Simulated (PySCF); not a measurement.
**CH3S: g tensor and hyperfine couplings**

Compound: CH3S (doublet state).
Structure used (GFN2-xTB), in Å, numbered top down from 1:
```xyz
5
CH3S angstrom
C     -0.572   -0.005    0.083
S      0.973   -0.729   -0.039
H     -1.401   -0.676   -0.009
H     -0.688    1.030   -0.163
H      1.696    0.383    0.111
```

The hyperfine couplings belong to this conformer and change with its torsions.

The species is `[CH2]S` [radical].

Computed, not measured: PySCF 2.14.0, UKS B3LYP, pcH-1 on C H S, non-relativistic, mean-field spin-orbit, GIAO. Isolated species at its GFN2-xTB geometry, gas phase. Couplings are sensitive to structure, and on GFN2-xTB geometries they can be far from those on DFT ones.

| Item | Value |
| --- | --- |
| g1, g2, g3 | 2.00196, 2.00379, 2.00883 |
| g_iso | 2.00486 |
| Form of g | rhombic: the two nearest values differ by 27 % of g3 − g1 |
| ⟨S²⟩ | 0.7539 (exact 0.7500) |
| α and β electrons | 13, 12 |

Hyperfine couplings atom by atom, in MHz; T1 to T3 are the principal values of the dipolar part; ρ(0) is the spin density at the nucleus:

```
atom  isotope  a_iso  of which spin–orbit     T1     T2     T3  Mulliken spin population  ρ(0) (bohr⁻³)
  C1      13C  128.5                  0.4  -71.5  -70.8  142.3                      0.88         0.1140
  S2      33S    5.8                 -0.4  -25.9  -21.3   47.2                      0.19         0.0181
  H3       1H  -50.4                  0.1  -33.5   -1.7   35.2                     -0.04        -0.0113
  H4       1H  -38.8                  0.1  -33.5   -1.4   34.9                     -0.03        -0.0087
  H5       1H   -1.7                  0.1   -4.5   -2.5    7.0                      0.00        -0.0004
```

The Mulliken spin populations are largest on C1 (+0.88) and S2 (+0.19). The angles at C1 add up to 354.9°, so it is nearly planar; its axial dipolar tensor and the negative couplings of its protons fit spin in a p orbital normal to that plane.

Axes: g3 points within 10° of the S2–H5 bond.

Under fast tumbling the dipolar parts average out, and these isotropic splittings remain: 1 × 1H (H3, I = 1/2, 2 lines) with 1.80 mT, 1 × 1H (H4, I = 1/2, 2 lines) with 1.38 mT and 1 × 1H (H5, I = 1/2, 2 lines) with 0.06 mT.

H3 and H4 aren't averaged: C1 is flat or nearly so (angle sum 355°), and its turn about the short C1–S2 bond (1.71 Å) is taken as slow.

The 33S coupling of S2 (5.8 MHz) shows only in satellite lines or after enrichment, since that isotope makes up about 0.76 % of natural sulfur.

The 13C coupling of C1 (128.5 MHz) shows only in satellite lines or after enrichment, since that isotope makes up about 1.07 % of natural carbon.

Hardware: one thread, Arm Neoverse N1, no GPU (shared host). Cost: 11 s.
